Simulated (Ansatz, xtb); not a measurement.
Relative energy of two isomers of AlH3OP

Structure X: `[OH][Al][PH2]`, a doublet. Structure Y: `[OH][AlH][PH]`, a doublet. Both are isolated molecules in the gas phase, relaxed with PBE0-D3(BJ)/pcseg-1; the shapes shown needn't be the lowest conformers.

X (Å):

```yaml
atoms:
  - { symbol: Al, position_ang: [1.0522, -1.2683, 0.9838] }
  - { symbol: O, position_ang: [-0.0776, -1.6005, -0.2674] }
  - { symbol: P, position_ang: [0.2085, -1.8338, 3.1211] }
  - { symbol: H, position_ang: [0.0332, -1.4312, -1.2068] }
  - { symbol: H, position_ang: [1.4975, -2.0814, 3.6825] }
  - { symbol: H, position_ang: [-0.0075, -3.1936, 2.7357] }
```

Y (Å):

```yaml
atoms:
  - { symbol: Al, position_ang: [0.6747, -1.8291, 1.4753] }
  - { symbol: O, position_ang: [0.2150, -1.1203, -0.0121] }
  - { symbol: P, position_ang: [-1.0782, -2.8247, 2.6466] }
  - { symbol: H, position_ang: [0.8005, -0.6678, -0.6247] }
  - { symbol: H, position_ang: [2.1901, -1.7749, 1.9563] }
  - { symbol: H, position_ang: [-0.1929, -3.2239, 3.7031] }
```

Q: Estimate which is lower in electronic energy at CCSD(T)/def2-SVP + ΔMP2/def2-TZVPP, and by roughly how much.

A: Not settled: CCSD(T)/def2-SVP + ΔMP2/def2-TZVPP gives E(Y) − E(X) = +1.30 kcal/mol, but this leans on the basis-set step: CCSD(T) alone gives −0.87 kcal/mol.

How the difference moves with the method:

| level | geometry | E(Y) − E(X) (kcal/mol) | departure from the last row (kcal/mol) | job, with rough time for the two |
| --- | --- | --- | --- | --- |
| GFN2-xTB | GFN2-xTB | −9.75 | −11.05 | optimisation, 0.13 s |
| HF/STO-3G | GFN2-xTB | −20.48 | −21.79 | single point, 0.3 s |
| r2SCAN-D4/def2-SVP | GFN2-xTB | +1.17 | −0.13 | single point, 6.1 s |
| PBE0-D3(BJ)/pcseg-1 | PBE0-D3(BJ)/pcseg-1 | +3.68 | +2.38 | optimisation, 2.4 min |
| HF/def2-SVP | PBE0-D3(BJ)/pcseg-1 | −5.31 | −6.61 | part of the CCSD(T) run |
| MP2/def2-SVP | PBE0-D3(BJ)/pcseg-1 | −0.19 | −1.49 | part of the CCSD(T) run |
| CCSD(T)/def2-SVP | PBE0-D3(BJ)/pcseg-1 | −0.87 | −2.17 | single point |
| CCSD(T)/def2-SVP + ΔMP2/def2-TZVPP | PBE0-D3(BJ)/pcseg-1 | +1.30 |  | single point, 19 s |

As drawn, Y has 1 Al–H in place of 1 P–H.

GFN2-xTB, HF/STO-3G, HF/def2-SVP, CCSD(T)/def2-SVP put the two in the other order. MP2/def2-SVP finds them nearly level. The largest departure from CCSD(T)/def2-SVP + ΔMP2/def2-TZVPP is that of HF/STO-3G, 21.79 kcal/mol. The last row adds to CCSD(T) the change of the MP2 difference between the two basis sets, here +2.17 kcal/mol.

With harmonic frequencies from PBE0-D3(BJ)/pcseg-1 (ideal gas, rigid rotor, one conformer each, 298.15 K, 1 atm): on the last row, ΔE + ΔZPE = +0.01 kcal/mol. A mode under 50 cm⁻¹ makes harmonic enthalpies and free energies unreliable, so none is given.

Open shells are spin-unrestricted. The correlated steps freeze 11 core orbitals. Programs: Ansatz 0.2.0, xtb 6.7.1; the last row on 1 thread of Arm Neoverse V2 on a shared host.
